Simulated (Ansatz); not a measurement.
# CHSi₂ (doublet): geometry optimisation

Aim: relax a generated start of CHSi₂ (doublet) and see which bonds hold.

Computed with Ansatz 0.2.0, Gaussian basis. Level: UKS PBE0/def2-TZVP.

## (1) Where the work starts

4 atoms, charge 0, spin multiplicity 2.

Atoms are counted from 1 here; the program's logs count them from 0.

Bond lengths: C1–Si2 1.713 Å, C1–H4 1.079 Å, Si2–Si3 2.197 Å. Angles: Si2–C1–H4 134.4°, C1–Si2–Si3 170.0°.

The start was built by rule and, where that kept it together, relaxed with GFN2-xTB. Sticks and bond lists go by distance. 

## (2) The run

in.yaml

```yaml
crystal:
  periodic: [false, false, false]
  atoms:
    - {symbol: C, position_ang: [-1.198621, -0.185108, -0.001840]}
    - {symbol: Si, position_ang: [0.509881, -0.059816, -0.000338]}
    - {symbol: Si, position_ang: [2.695856, -0.283925, -0.001531]}
    - {symbol: H, position_ang: [-2.007116, 0.528849, 0.003710]}
basis:
  gaussian: {orbitals: def2-TZVP}
magnetization: {spin_polarized: true, initial_magnetization: 1}
hamiltonian: {xc: pbe0}
relax: {f_tol: 0.004, max_steps: 80}
```

On the command line:

```
> ansatz run in.yaml --threads 1 --pin off --events-out ev --progress --plain --max-ram 2176MiB
```

What does the calculation give? Wanted: energy gained; shift from the start; total energy; dipole moment; ⟨S²⟩.

**Answer**, as computed:

| quantity | value |
| --- | --- |
| steps | 22 |
| energy gained | 2.826 eV |
| shift from the start (rms) | 1.239 Å |
| total energy | -16798.2223 eV |
| dipole moment | 0.83 D |
| ⟨S²⟩ | 0.762 |

In words: By distance, C1–Si3 formed. C1–Si3 went from 3.896 to 1.773 Å. No vibrations were run, so this is a stationary point, not a proven minimum, and this spin need not be the ground state's.
